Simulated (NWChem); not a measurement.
# One shape, several levels: [AlH4]− (SMILES [H][Al-]([H])([H])[H])

Aim: a comparison of 5 runs (HF/def2-SVP, HF/pcseg-1, B3LYP/6-31G*, PBE0/6-31G**, PBE0/def2-SVP) of [AlH4]−. 

The results are computed with NWChem 7.3.0.

## 1. The system as given

The species is [AlH4]− (5 atoms), meant as a singlet with charge -1. SMILES: `[H][Al-]([H])([H])[H]`. Geometry: a GFN2-xTB relaxation, a rough one for these elements and not checked as a minimum.

Bond lengths: Al1–H2 1.627 Å, Al1–H3 1.628 Å, Al1–H4 1.628 Å, Al1–H5 1.628 Å. Angles: H2–Al1–H3 109.3°, H2–Al1–H4 109.4°, H2–Al1–H5 109.6°, H3–Al1–H4 109.3°, H3–Al1–H5 109.5°, H4–Al1–H5 109.6°.

## 2. Energy and forces at HF/def2-SVP (run 1)

File mol.xyz:

```xyz
5
AlH4
Al    -0.001450    -0.001080    -0.000010
H      0.012860    -0.019320     1.627070
H      1.530040     0.013000    -0.552880
H     -0.773910     1.334120    -0.520140
H     -0.767540    -1.326720    -0.554050
```

File run.py:

```python
from ase.io import read
from ase.calculators.nwchem import NWChem

molecule = read('mol.xyz')

calc = NWChem(
    label='mol',
    theory='scf',
    memory='2200 mb',
    basis='def2-SVP',
    basispar='spherical bse',
    charge=-1,
    scf={'nopen': '0', 'rhf': None, 'thresh': '1e-08', 'maxiter': '80'},
)
molecule.calc = calc

forces = molecule.get_forces()
print("Total energy (eV):", round(molecule.get_potential_energy(), 6))
print("forces (eV/A):")
for s, f in zip(molecule.symbols, forces):
    print(f"{s:2s} {f[0]:10.5f} {f[1]:10.5f} {f[2]:10.5f}")
print("dipole (e A):", molecule.get_dipole_moment().round(4))
```

On the command line:

```
$ export ASE_NWCHEM_COMMAND="nwchem PREFIX.nwi > PREFIX.nwo"
$ python run.py
```

Output:

```text
Total energy (eV): -6643.867182
forces (eV/A):
Al    0.01640    0.00859   -0.00725
H    -0.00401   -0.00807    0.26410
H     0.23829   -0.00406   -0.08917
H    -0.13005    0.20574   -0.08346
H    -0.12064   -0.20224   -0.08423
dipole (e A): [-0.002  -0.0014  0.0002]
```

The calculator wrote mol.nwi:

```
title "mol"

permanent_dir mol

scratch_dir mol

start mol

geometry units angstrom nocenter noautosym noautoz
  Al -1.4499999999999999e-03 -1.0800000000000000e-03 -1.0000000000000001e-05
  H  1.2860000000000000e-02 -1.9320000000000000e-02 1.6270700000000000e+00
  H  1.5300400000000001e+00 1.2999999999999999e-02 -5.5288000000000004e-01
  H  -7.7390999999999999e-01 1.3341200000000000e+00 -5.2014000000000005e-01
  H  -7.6754000000000000e-01 -1.3267199999999999e+00 -5.5405000000000004e-01
end

charge -1

memory 2200 mb

basis spherical bse noprint
   * library def2-SVP
end

scf
  nopen 0
  rhf
  thresh 1e-08
  maxiter 80
end

task scf gradient
```

mol.nwo, cut to the lines that bear on the results:

```text
[...]
      One-electron energy =   -379.377873015746
[... 1 line left out ...]
 Nuclear repulsion energy =     18.097727593471
[... 27 lines left out ...]
                       ROHF Final Molecular Orbital Analysis
[... 167 lines left out ...]
     1   1 0 0     -0.003824      0.000000     -0.032881
[...]
  wavefunction    =   RHF
                         RHF ENERGY GRADIENTS
    atom               coordinates                        gradient
                 x          y          z           x          y          z
   1 Al     -0.002740  -0.002041  -0.000019   -0.000319  -0.000167   0.000141
   2 H       0.024302  -0.036510   3.074716    0.000078   0.000157  -0.005136
   3 H       2.891356   0.024566  -1.044792   -0.004634   0.000079   0.001734
   4 H      -1.462478   2.521121  -0.982922    0.002529  -0.004001   0.001623
   5 H      -1.450440  -2.507137  -1.047003    0.002346   0.003933   0.001638
[...]
```

Run time: 1.6 s. Hardware: 1 thread of AMD EPYC 9R45 (Zen 5), shared host; peak memory 0.098 GiB.

## 3. Energy and forces at HF/pcseg-1 (run 2)

File nw.nw:

```
start nw
title "AlH4 hf"
memory total 2200 mb
charge -1
geometry units angstroms noautosym nocenter noautoz
  Al      -0.001450      -0.001080      -0.000010
  H        0.012860      -0.019320       1.627070
  H        1.530040       0.013000      -0.552880
  H       -0.773910       1.334120      -0.520140
  H       -0.767540      -1.326720      -0.554050
end
basis spherical bse
  Al library pcseg-1
  H library pcseg-1
end
scf
  thresh 1e-08
  maxiter 80
  print low
end
task scf gradient
```

On the command line:

```
$ nwchem nw.nw > nw.out
```

Output:

```text
[...]
  functions       =    38
[...]
  wavefunction    = RHF
[...]
         Total SCF energy =   -244.212903009845
      One-electron energy =   -379.398098330656
      Two-electron energy =    117.087467727340
 Nuclear repulsion energy =     18.097727593471
        Time for solution =      0.8s
[...]
                         RHF ENERGY GRADIENTS
    atom               coordinates                        gradient
                 x          y          z           x          y          z
   1 Al     -0.002740  -0.002041  -0.000019   -0.000311  -0.000161   0.000142
   2 H       0.024302  -0.036510   3.074716    0.000073   0.000157  -0.005339
   3 H       2.891356   0.024566  -1.044792   -0.004825   0.000074   0.001802
   4 H      -1.462478   2.521121  -0.982922    0.002622  -0.004171   0.001688
   5 H      -1.450440  -2.507137  -1.047003    0.002441   0.004101   0.001708
 Task  times  cpu:        1.0s     wall:        1.0s
 Total times  cpu:        1.0s     wall:        1.0s
```

It took 1.5 s on 1 thread of AMD EPYC 9R45 (Zen 5), shared host; peak memory 0.1 GiB.

Runs 3 to 4 aren't shown in full; the table further down has their settings and results.

## 4. Energy and gradient at PBE0/def2-SVP (run 5)

File mymol.nw:

```
start mymol
memory stack 880 mb heap 220 mb global 1100 mb
charge -1

geometry units atomic noautosym nocenter noautoz
  Al  -0.00274010  -0.00204090  -0.00001890
  H    0.02430188  -0.03650951   3.07471669
  H    2.89135656   0.02456644  -1.04479178
  H   -1.46247795   2.52112142  -0.98292215
  H   -1.45044039  -2.50713744  -1.04700276
end

basis spherical bse
  * library def2-SVP
end

dft
  xc pbe0
  grid xfine
  convergence energy 1e-08
  maxiter 100
  mulliken
end

task dft gradient
```

On the command line:

```
$ nwchem mymol.nw > mymol.out
```

Output:

```text
[...]
          Wavefunction type:  closed shell.
          No. of atoms     :     5
          No. of electrons :    18
[...]
          Charge           :    -1
          Spin multiplicity:     1
[...]
          AO basis - number of functions:    38
[...]
              XC Information
              --------------
                         PBE0 Method XC Functional
                     Hartree-Fock (Exact) Exchange  0.250
          PerdewBurkeErnzerhof Exchange Functional  0.750
            Perdew 1991 LDA Correlation Functional  1.000 local
           PerdewBurkeErnz. Correlation Functional  1.000 non-local
[...]
 d= 0,ls=0.0,diis     1   -244.5301992839 -2.63D+02  3.24D-02  8.53D-01     0.6
[...]
 d= 0,ls=0.0,diis     6   -244.6360223967 -6.35D-10  3.98D-07  2.69D-11     2.7
         Total DFT energy =     -244.636022396656
      One electron energy =     -379.511156173626
           Coulomb energy =      136.948450477334
    Exchange-Corr. energy =      -20.171042980039
 Nuclear repulsion energy =       18.097726279675
[...]
      Total Density - Mulliken Population Analysis
     ---------------------------------------------
    Atom       Charge   Shell Charges
 -----------   ------   -------------------------------------------------------
    1 Al  13    12.86   2.00  1.98  0.81  0.27  5.93  0.89  0.86  0.12
    2 H    1     1.28   0.71  0.57  0.00
    3 H    1     1.28   0.71  0.57  0.00
    4 H    1     1.28   0.71  0.57  0.00
    5 H    1     1.28   0.71  0.57  0.00
[...]
  wavefunction    = closed shell
                         DFT ENERGY GRADIENTS
    atom               coordinates                        gradient
                 x          y          z           x          y          z
   1 Al     -0.002740  -0.002041  -0.000019   -0.000262  -0.000123   0.000146
   2 H       0.024302  -0.036510   3.074717    0.000053   0.000140  -0.005310
   3 H       2.891357   0.024566  -1.044792   -0.004801   0.000055   0.001783
   4 H      -1.462478   2.521121  -0.982922    0.002585  -0.004166   0.001675
   5 H      -1.450440  -2.507137  -1.047003    0.002425   0.004094   0.001707
[...]
```

It took 4.2 s on 1 thread of AMD EPYC 9R45 (Zen 5), shared host; peak memory 0.13 GiB.

## 5. The series

```
run                               level  Cartesian functions  iteration cap  energy (Eh)  HOMO energy (eV)  LUMO energy (eV)  HOMO–LUMO gap (eV)  wall time
  1                         HF/def2-SVP                   no             80  -244.157618             -5.23              9.64               14.88      1.6 s
  2                          HF/pcseg-1                   no             80  -244.212903                 –                 –                   –      1.5 s
  3  B3LYP/6-31G* (Cartesian functions)                  yes            100  -244.850730             -1.86              6.61                8.46      3.9 s
  4  PBE0/6-31G** (spherical functions)                   no            100  -244.695620             -2.07              6.77                8.83      4.8 s
  5                       PBE0/def2-SVP                   no            100  -244.636022             -2.09              6.96                9.06      4.2 s
```

## 6. Summary of results

```
                                                    quantity          value
                                         run 5: total energy  -244.63602 Eh
                                          run 5: HOMO energy       -2.09 eV
                                          run 5: LUMO energy        6.96 eV
run 5: HOMO–LUMO gap (to an unbound level, set by the basis)        9.06 eV
                             run 5: largest force on an atom     0.273 eV/Å
```

What this shows: Over runs 1, 3, 4, 5 the HOMO–LUMO gap runs from 8.46 eV (B3LYP/6-31G*) to 14.88 eV (HF/def2-SVP). The two ends differ in method and basis. The empty levels of an anion lie above zero and hang on the basis. Totals of different functionals can't be ranked against each other. All runs together took 16 s, the longest 4.8 s.
